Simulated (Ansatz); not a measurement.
Four-centre ligand exchange

Start structure (CH$_{7}$BO, closed shell), relaxed at PBE0-D4/def2-TZVP:

B1  (-0.186, 0.327, -1.665)
O2  (-1.515, 0.161, -1.507)
H3  (0.529, -0.615, -1.876)
H4  (0.230, 1.447, -1.594)
H5  (-0.492, 0.181, 1.491)
C6  (0.547, -0.113, 1.643)
H7  (-1.796, -0.755, -1.574)
H8  (0.701, -1.124, 1.265)
H9  (0.780, -0.086, 2.707)
H10  (1.201, 0.578, 1.111)
(Å)

The step: BH₃O ([BH2][OH]) + CH₄ → CH₅B ([BH2][CH3]) + H₂O (still joined by a long B–O bond); bonds formed: B1–C6, O2–H5; bonds broken: H5–C6; bonds weakened to dative contacts: B1–O2. Ansatz 0.2.0; basis: def2-TZVPP and def2-QZVPP; cores frozen in the correlated methods. Extrapolation: Hartree–Fock as exp(−7.88 √X), correlation as X^−2.97. Energies below are by CCSD(T) at an estimated basis limit (MP2 extrapolated from triple and quadruple zeta, plus CCSD(T) − MP2 in triple zeta).

**Question.** What are the electronic barrier and the energy of the step, from the start structure to the end structure? (An estimate is asked for; the value comes from the calculation.)

**Answer.** Computed: Barrier 2.301 eV; step energy 1.067 eV (uphill); reverse barrier, their difference, 1.233 eV. Barrier and step energy count from the start structure, the reverse barrier from the end structure.

The saddle point: One imaginary mode of 1346i cm⁻¹.
| pair | start (Å) | saddle (Å) | end (Å) |
| --- | --- | --- | --- |
| B1–C6 | 3.42 | 1.77 | 1.59 |
| O2–H5 | 3.17 | 1.24 | 0.96 |
| B1–O2 | 1.35 | 1.58 | 1.72 |
| H5–C6 | 1.09 | 1.38 | 2.78 |

Zero-point energy (harmonic, PBE0-D4): ZPE is 2.205 eV at the start and 2.177 eV at the saddle, so the barrier goes from 2.301 to 2.272 eV.

T1 diagnostic: at most 0.013.

Labels in which every atom is bracketed show which atoms are joined, not bond orders.

For scale, one of the runs: CCSD(T)/def2-TZVPP, 191 basis functions, launched by `ansatz run in.yaml --threads 2 --pin off --events-out ev --progress --plain --max-ram 4352MiB`. Time: 43 s of wall clock on 2 CPU threads of an Arm Neoverse V1; the host was shared. Peak host memory: 2.2 GiB.
